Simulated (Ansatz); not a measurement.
A made-up structure of CH$_{4}$Al, doublet:

```
6
angstrom
C 0.0900 0.9006 -0.0241
Al -0.1013 -1.0137 0.0268
H -0.3547 -1.8779 -1.1976
H -0.0172 -1.8447 1.2968
H 0.0199 1.4078 -0.9522
H 0.2638 1.4316 0.8767
```

It is relaxed with PBE-D4/def2-SVP and then PBE0-D4/def2-TZVP (Ansatz 0.2.0). Atoms count as bonded within 1.22 times the sum of their covalent radii (H–H: 0.88 Å). The end point is not checked to be a true minimum.

Task: Does its bonding change? (Judge from chemistry; the calculation decides.)

Result: Computed: No: no bond forms or breaks.

Where it ends: The first stage lowers the energy by 0.26 eV in 5 steps. It ends as CH₄Al ([CH2][AlH2]):
C1  (0.084, 0.848, -0.023)
Al2  (-0.107, -1.067, 0.028)
H3  (-0.368, -1.862, -1.319)
H4  (0.000, -1.826, 1.418)
H5  (0.025, 1.443, -0.933)
H6  (0.266, 1.467, 0.855)
(Å)

Labels in which every atom is bracketed show which atoms are joined, not bond orders.

For scale, one of the runs: PBE0-D4/def2-TZVP relaxation, 92 basis functions, launched by `ansatz run in.yaml --threads 2 --pin off --events-out ev --progress --plain --max-ram 4352MiB`. The run took about 7 s on 2 CPU threads of an Arm Neoverse V2 (shared host).
